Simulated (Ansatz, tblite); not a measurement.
**The cluster B4H4−: a ladder of methods and basis sets**

Aim: run the doublet of the cluster B4H4− at one geometry on many levels, and compare frontier levels, spin and run time.

The runs use Ansatz 0.2.0, Gaussian basis; as each input shows.

Levels to be run: GFN1-xTB, GFN2-xTB, PBE-D4/def2-TZVPD, r2SCAN-D4/def2-TZVPD, BLYP-D4/def2-TZVPD, ωB97M-V/def2-TZVPD, B97M-V/def2-TZVPD, revPBE-D4/def2-TZVPD, HF/def2-TZVPD, HSE06-D4/def2-TZVPD, r2SCAN0-D4/def2-TZVPD, PBE-D4/def2-SVPD, PBE0-D4/def2-SVPD, HF/STO-3G, HF/6-31G, B3LYP-D4/6-31G, MP2/def2-TZVPD, RPA/def2-TZVPD.

2 further runs of the same task are left out: 2 that didn't finish. Runs told in other sessions of the task aren't counted.

### 1 The structure

The doublet was relaxed beforehand with r2SCAN-D4/def2-TZVPD. At that level it is the lowest of the isomers that a small search found.

8 atoms, charge -1, spin multiplicity 2.

Bond lengths: B1–B3 1.631 Å, B1–B4 1.631 Å, B1–H7 1.204 Å, B2–B3 1.631 Å, B2–B4 1.631 Å, B2–H8 1.204 Å, B3–H6 1.204 Å, B4–H5 1.204 Å. Angles: B3–B1–B4 69.1°, B3–B1–H7 143.6°, B4–B1–H7 143.6°, B3–B2–B4 69.1°, B3–B2–H8 143.6°, B4–B2–H8 143.6°, B1–B3–B2 69.1°, B1–B3–H6 143.7°, B2–B3–H6 143.6° and more.

The ion is computed in the gas phase, without counter-ions or solvent.

PBE0-D4/def2-TZVPD was run before; its log isn't repeated, and its numbers join the tables.

### 2 GFN1-xTB

Tight binding, by tblite at 300 K electronic temperature and without a spin-polarisation term:

```python
tblite.interface.Calculator('GFN1-xTB', numbers, positions, charge=-1, uhf=1).singlepoint()
```

Energy -214.1059 eV; 0.002 s.

### 3 GFN2-xTB

Tight binding, by tblite at 300 K electronic temperature and without a spin-polarisation term:

```python
tblite.interface.Calculator('GFN2-xTB', numbers, positions, charge=-1, uhf=1).singlepoint()
```

Energy -190.4379 eV; 0.002 s.

### 4 PBE-D4/def2-TZVPD

start.molden holds the orbitals of an earlier run on this state, given as this run's starting guess.

Contents of in.yaml:

```yaml
crystal:
  periodic: [false, false, false]
  atoms:
    - {symbol: B, position_ang: [-0.479042, 0.453419, -0.810897]}
    - {symbol: B, position_ang: [-0.461042, -0.661300, 0.664802]}
    - {symbol: B, position_ang: [0.711468, -0.606704, -0.467182]}
    - {symbol: B, position_ang: [0.228581, 0.815590, 0.612755]}
    - {symbol: H, position_ang: [0.624508, 1.724276, 1.295891]}
    - {symbol: H, position_ang: [1.626233, -1.226092, -0.945385]}
    - {symbol: H, position_ang: [-1.144114, 0.906799, -1.706096]}
    - {symbol: H, position_ang: [-1.106592, -1.405987, 1.356103]}
basis:
  gaussian: {orbitals: def2-TZVPD, initial_orbitals: start.molden}
total_charge: -1
magnetization: {spin_polarized: true, initial_magnetization: 1}
hamiltonian: {xc: pbe, dispersion: d4}
scf: {omitted_lower_state_checks: [starts]}
output: {orbitals: {seedname: orbitals}}
```

Run with:

```
ansatz run in.yaml --threads 4 --pin off --events-out ev --progress --plain --max-ram 3916MiB
```

The runs that follow: r2SCAN-D4/def2-TZVPD; BLYP-D4/def2-TZVPD; ωB97M-V/def2-TZVPD; B97M-V/def2-TZVPD; revPBE-D4/def2-TZVPD; HF/def2-TZVPD; HSE06-D4/def2-TZVPD; r2SCAN0-D4/def2-TZVPD; PBE-D4/def2-SVPD; PBE0-D4/def2-SVPD; HF/STO-3G; HF/6-31G; B3LYP-D4/6-31G; MP2/def2-TZVPD; RPA/def2-TZVPD.

Q: Predict the results of all the runs planned. Wanted: gap in def2-TZVPD, named functionals and Hartree-Fock, smallest and largest; correlation energy, MP2/def2-TZVPD; ⟨S²⟩ in def2-TZVPD, named functionals and Hartree-Fock, smallest and largest; PBE0 total energy, smallest basis above largest.

As calculated:

| quantity | value |
| --- | --- |
| gap in def2-TZVPD, named functionals and Hartree-Fock, smallest and largest | 0.79 eV (BLYP-D4), 7.14 eV (HF) |
| correlation energy, MP2/def2-TZVPD | -11.92 eV |
| ⟨S²⟩ in def2-TZVPD, named functionals and Hartree-Fock, smallest and largest | 0.753, 0.771 |
| PBE0 total energy, smallest basis above largest | 2.77 eV (def2-SVPD, def2-TZVPD) |

**Reading.** Orbital gaps of the named functionals and Hartree-Fock in def2-TZVPD span 0.79 eV (BLYP-D4) to 7.14 eV (HF); exact exchange widens it. Over the named functionals and Hartree-Fock in def2-TZVPD spin contamination reaches 0.02 (HF), which is small. PBE-D4, revPBE-D4, BLYP-D4, r2SCAN-D4, B97M-V, HSE06-D4 put the HOMO above zero; others here keep it below zero, so the sign hangs on the functional's self-interaction and doesn't show that the species is unbound.
